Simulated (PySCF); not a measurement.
Simulated outer-valence photoelectron spectrum of `F[C@@H]1OC1(F)F`. Level of theory: EOM-IP-CCSD/aug-cc-pVDZ in PySCF, restricted Hartree–Fock reference, 6 core orbitals frozen, non-relativistic, gas phase, PBE0-D3(BJ)/def2-SVP geometry.

Each root has a Gaussian of 0.8 eV full width with its one-hole share as area; cross sections and vibrations are left out, and the highest printed point is 100.

ionisation energy (eV), intensity and a bar:
```
     11.2          0 
     11.4          2 #
     11.6          8 ##
     11.8         20 ######
     12.0         37 ###########
     12.2         49 ###############
     12.4         49 ###############
     12.6         45 #############
     12.8         46 ##############
     13.0         50 ###############
     13.2         45 #############
     13.4         30 #########
     13.6         14 ####
     13.8          6 ##
     14.0          7 ##
     14.2         16 #####
     14.4         32 ##########
     14.6         45 ##############
     14.8         45 ##############
     15.0         35 ##########
     15.2         28 ########
     15.4         37 ###########
     15.6         62 ###################
     15.8         88 ##########################
     16.0        100 ##############################
     16.2         96 #############################
     16.4         87 ##########################
     16.6         79 ########################
     16.8         74 ######################
     17.0         69 #####################
     17.2         62 ###################
     17.4         57 #################
     17.6         55 #################
     17.8         50 ###############
     18.0         36 ###########
     18.2         19 ######
     18.4          7 ##
     18.6          2 
     18.8          0
```

Q: Where are the maxima, and how many lines lie under the curve?

A: 4 maxima, at 12.3, 13.0, 14.7 and 16.0 eV, from 8 lines. At this width some lines have no maximum of their own.

Q: List the lines with their holes.

A: 
```
E (eV)  leading hole (HF orbital)  area  Koopmans (eV)
 12.25                       HOMO  0.96          13.52
 13.08                     HOMO-1  0.95          15.12
 14.70                     HOMO-2  0.95          16.50
 15.80                     HOMO-4  0.95          18.40
 16.04                     HOMO-3  0.95          18.35
 16.53                     HOMO-5  0.95          19.23
 17.06                     HOMO-6  0.95          19.67
 17.75                     HOMO-7  0.94          20.19
```

The widest gap, 1.62 eV, lies between 13.08 and 14.70 eV. Only orbitals with −ε under 21 eV, eight at most, were ionised, so the high end of the curve may lack lines.
